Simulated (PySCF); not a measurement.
Numbering as in the mapped SMILES `[CH3:1][CH2:2][CH2:3][C:4](=[O:5])[OH:6]`. Hydrogens are named by the atom that carries them.

Rapidly exchanging positions averaged, one conformer, no relativistic terms, gas phase. Geometry from GFN2-xTB; GIAO PBE0/pcSseg-1 shieldings; PySCF 2.14.0 with density-fitted response routines.

**Question.** Predict the 2D correlation tables (HSQC, COSY, HMBC).

**Answer.** 

HSQC (one-bond C–H):
```
          δH         δC
2.28 (H(C3))  37.5 (C3)
1.64 (H(C2))  21.9 (C2)
1.02 (H(C1))  15.6 (C1)
```

COSY cross peaks (H two or three bonds apart, from the bond graph; peaks can be absent where the dihedral angle is near 90°):
```
          δH            δH
2.28 (H(C3))  1.64 (H(C2))
1.64 (H(C2))  1.02 (H(C1))
```

HMBC (two and three bonds, from the bond graph):
```
          δH                                δC
2.28 (H(C3))  178.3 (C4), 21.9 (C2), 15.6 (C1)
1.64 (H(C2))  178.3 (C4), 37.5 (C3), 15.6 (C1)
1.02 (H(C1))              37.5 (C3), 21.9 (C2)
```

Referencing at the same level of theory: 1H, 13C vs TMS.

Short H···H contacts in this conformer between protons four or more bonds apart (candidates for NOE cross peaks, intensity ∝ r⁻⁶): H(C1)···H(C3) 2.59 Å.

OH and NH positions are those of a molecule without intermolecular hydrogen bonds; in solution they move with solvent, concentration and temperature, and exchange usually removes their couplings. Shifts are as computed. Against solution values, carbons near 30 ppm lie about +3 ppm off and those near 130 ppm about +5 ppm. Of 1211 compounds with measured shifts, 218 miss one by over three times the rms of a fit or turn the order of signals round; such compounds aren't used in these exercises. The C=O carbon of an acid or of an amide with N–H lies up to 10 ppm further downfield in solution, through hydrogen bonding that the calculation lacks.
